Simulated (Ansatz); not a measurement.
Relaxation of FH3Si (5 atoms, charge 0, multiplicity 1), to a largest force component of 0.03 eV/Å in at most 50 steps.

Method: RKS B3LYP/def2-SVPD in Ansatz 0.2.0.

```xyz
5
Properties=species:S:1:pos:R:3
Si 0.200 0.000 0.076
F 0.486 0.000 1.660
H 1.627 0.000 -0.188
H -0.535 1.222 -0.335
H -0.535 -1.222 -0.335
```

Question: Where does it end, and by what steps?

Answer: The run converged. After 3 steps the energy has fallen by 0.279 eV; H3 moved furthest, 0.21 Å.

```
step  energy less start (eV)  largest force component (eV/Å)  accepted
   0                  0.0000                           1.901       yes
   1                 -0.2648                           0.240       yes
   2                 -0.2782                           0.104       yes
   3                 -0.2789                           0.014       yes
```

```xyz
5
Properties=species:S:1:pos:R:3
Si 0.246 0.000 0.117
F 0.316 0.000 1.762
H 1.640 0.000 -0.393
H -0.479 1.225 -0.303
H -0.479 -1.225 -0.303
```

Whether the end is a true minimum wasn't checked by a vibrational analysis.

The run took 5.6 s on 1 thread of Arm Neoverse V2, with other jobs on the host, peak memory 0.12 GiB.
